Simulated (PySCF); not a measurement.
**Functional benchmark on one molecule**

Molecule: SMILES C=CS(C)(=O)=O, C₃H₆O₂S.

Numbering as in the mapped SMILES `[CH2:1]=[CH:2][S:3]([CH3:4])(=[O:5])=[O:6]`. Hydrogens are named by the atom that carries them. Ha(C1) is cis to S3; Hb(C1) is trans to S3.

Geometry PBE0-D3(BJ)/def2-SVP throughout; GIAO in PySCF 2.14, gas phase, one conformer, non-relativistic; equivalent atoms averaged; basis pcSseg-1.

Reference values (measured; solution, not stated per compound (mostly CDCl3 or CCl4); Pretsch, Buehlmann, Badertscher, Structure Determination of Organic Compounds, 4th ed. (2009)): δ(H(C2)) = 6.76 ppm, δ(Hb(C1)) = 6.14 ppm, δ(Ha(C1)) = 6.43 ppm. Computed shifts are taken against TMS, calculated as an isolated molecule at each level.

Problem. How do the functionals HF, LDA, PBE, BLYP, BP86, OPBE, KT2, KT3, B97-D, B3LYP, PBE0, mPW1PW91, WP04, B97-2, BHandHLYP, CAM-B3LYP, wB97X-D, LC-wPBE perform against the reference? Times are CPU seconds on shared hosts with different chips, so compare them loosely.

Solution. 
| functional | kind | H(C2) | Hb(C1) | Ha(C1) | mean abs. error H | core-s |
| --- | --- | --- | --- | --- | --- | --- |
| HF | Hartree–Fock | 6.38 | 6.60 | 7.18 | 0.53 | 5.1 |
| LDA | LDA | 6.74 | 6.28 | 6.69 | 0.14 | 14 |
| PBE | GGA | 6.61 | 6.15 | 6.57 | 0.10 | 18 |
| BLYP | GGA | 6.52 | 6.02 | 6.50 | 0.14 | 19 |
| BP86 | GGA | 6.60 | 6.15 | 6.58 | 0.11 | 19 |
| OPBE | GGA | 6.64 | 6.23 | 6.60 | 0.13 | 18 |
| KT2 | GGA | 6.47 | 5.99 | 6.42 | 0.15 | 30 |
| KT3 | GGA | 6.43 | 5.96 | 6.39 | 0.18 | 30 |
| B97-D | GGA | 6.51 | 6.05 | 6.53 | 0.15 | 29 |
| B3LYP | global hybrid | 6.50 | 6.19 | 6.69 | 0.19 | 20 |
| PBE0 | global hybrid | 6.57 | 6.35 | 6.79 | 0.25 | 11 |
| mPW1PW91 | global hybrid | 6.55 | 6.34 | 6.79 | 0.26 | 19 |
| WP04 | global hybrid | 6.28 | 6.04 | 6.53 | 0.23 | 11 |
| B97-2 | global hybrid | 6.51 | 6.26 | 6.71 | 0.22 | 11 |
| BHandHLYP | global hybrid | 6.45 | 6.38 | 6.89 | 0.34 | 10 |
| CAM-B3LYP | range-separated hybrid | 6.49 | 6.32 | 6.82 | 0.28 | 15 |
| wB97X-D | range-separated hybrid | 6.51 | 6.37 | 6.83 | 0.29 | 14 |
| LC-wPBE | range-separated hybrid | 6.53 | 6.53 | 6.98 | 0.39 | 20 |

For ¹H the closest is PBE (0.10 ppm, with BP86, OPBE practically level) and the furthest HF (0.53 ppm). One molecule is a small sample, and vibrational and solvent effects are absent from the calculation.
